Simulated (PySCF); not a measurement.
PH₄ (charge +1).
Atom-mapped SMILES: `[PH4+:1]` (hydrogens: H2, H3, H4, H5 on P1)

Method: PySCF 2.14.0, PBE0-D3(BJ)/def2-SVP geometry optimisation, gas phase; density fitting, grid level 1; the optimiser is geomeTRIC in internal coordinates, started from a GFN2-xTB structure with every atom displaced at random (about 0.01 Å).

Step 0: E = -9338.9720 eV
```
atom  x, y, z in Å  |  force x, y, z in eV/Å
P1      0.0223   -0.0248    0.0005   -0.771   0.762  -0.735
H2     -0.7416   -0.8669   -0.7810   -0.373  -0.479  -0.404
H3      0.3153   -0.6193    1.1697    0.494  -0.813   1.489
H4     -0.7082    1.1288    0.2578   -0.295   0.374   0.111
H5      1.1458    0.3481   -0.6850    0.945   0.157  -0.461
```

Task: Estimate the geometry and energy of step 1. (The exact step hangs on the optimiser's Hessian estimate; all steps are aligned on step 0, rigid shifts and turns removed.)

Result: E = -9339.0621 eV, largest force 0.436 eV/Å
```
atom  x, y, z in Å  |  force x, y, z in eV/Å
P1      0.0081   -0.0075   -0.0102    0.090  -0.104   0.212
H2     -0.7662   -0.8848   -0.8071    0.099   0.087   0.089
H3      0.3421   -0.6482    1.2220   -0.085   0.183  -0.386
H4     -0.7432    1.1594    0.2624    0.070  -0.097  -0.028
H5      1.1928    0.3472   -0.7050   -0.175  -0.069   0.114
```

The energy changes by -0.0900 eV. The first-order estimate −F·Δx gives -0.2506 eV and the mean of the old and new forces, exact on a quadratic surface, -0.0976 eV. The step makes an angle of 25° with the force vector and moves no atom by more than 0.066 Å.

What follows is the cost of the whole optimisation. The run took 1.5 s of wall time on one thread, Arm Neoverse V1 (aarch64), on a shared host, and the process peaked at 0.25 GiB of memory.
